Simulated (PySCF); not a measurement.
CH2N2.
Cartesian coordinates in Å at the GFN2-xTB level; atoms count from 1:
```
atom  x, y, z in Å
N1     1.8962   -0.0050   -0.0405
C2     0.7518   -0.0017    0.0205
N3    -0.5601    0.0037    0.1648
H4    -1.0368    0.8555   -0.0893
H5    -1.0424   -0.8497   -0.0727
```

Lines to be assigned: C 1s: 293.21 eV; N 1s: 404.97 (area 1), 407.69 (area 1) eV.

Computed with delta-SCF UKS SCAN, pcX-2 on the ionised atom, pcseg-1 elsewhere, spin-free X2C (PySCF). Geometry: GFN2-xTB; no solvent, vibrations or thermal averaging.

(1) Assign the N 1s lines to atoms.

## Answers

(1) 404.97 eV: N1 (cyano nitrogen); 407.69 eV: N3 (nitrogen bonded to C and 2 H). Lowest listed N 1s: N1, bonded to C (triple bond). Highest, 2.72 eV above it: N3, bonded to C and 2 H. Summing the Pauling electronegativity differences to the bonded atoms, each weighted by its formal bond order, gives -1.47 for the lowest site and -2.17 for the highest; the largest sum, -1.47, belongs to N1, 2.72 eV below the top. The smallest sum, -2.17, belongs to N3, 2.72 eV above the lowest.

Bonded neighbours of each site: N1: C (triple bond); C2: N (triple bond) and N; N3: C and 2 H.

Task: What is the longest wavelength that can ionise C 1s of C2 vertically?

Result: λ = hc/E = 12398.42 eV Å / 293.21 eV = 42.285 Å.
